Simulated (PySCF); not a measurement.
Fill in the blanks.

SiH3PH2, H5PSi.
SMILES: `P[SiH3]`

| property | level | value |
| --- | --- | --- |
| point group | PBE0-D3(BJ)/def2-SVP | ? |
| rotational constants A, B, C | PBE0-D3(BJ)/def2-SVP | ? |
| dipole moment | wB97X-D/def2-SVPD | ? |
| HOMO energy | wB97X-D/def2-SVPD | -9.44 eV |
| LUMO energy | wB97X-D/def2-SVPD | ? |
| lowest singlet excitation | TDDFT wB97X-D/def2-SVPD | ? |
| strongest line among the 6 lowest singlet transitions | TDDFT wB97X-D/def2-SVPD | S3 at 7.07 eV (175 nm, f = 0.256) |
| static isotropic polarisability | wB97X-D/def2-SVPD | ? |
| electronic spatial extent ⟨r²⟩ about the centre of nuclear charge | wB97X-D/def2-SVPD | ? |

The electronic properties come from PySCF, for the isolated species, density fitting. Isolated species at its PBE0-D3(BJ)/def2-SVP geometry, gas phase.

The LUMO energy?

1.70 eV.

Give the point group.

Cs.

Give the rotational constants A, B, C.

50.904, 5.512, 5.488 GHz.

The static isotropic polarisability?

58.4 au.

The dipole moment?

0.71 D.

The electronic spatial extent ⟨r²⟩ about the centre of nuclear charge?

275 bohr².

Give the lowest singlet excitation.

6.71 eV (185 nm, f = 0.014).

In wavenumbers S1 is 54100 cm⁻¹ (1 eV = 8065.54 cm⁻¹). The principal polarisabilities are 52.1, 52.1 and 71.1 au; their mean is the isotropic value. A dipole of 0.71 D is allowed in Cs, and pure rotational transitions are dipole-allowed.
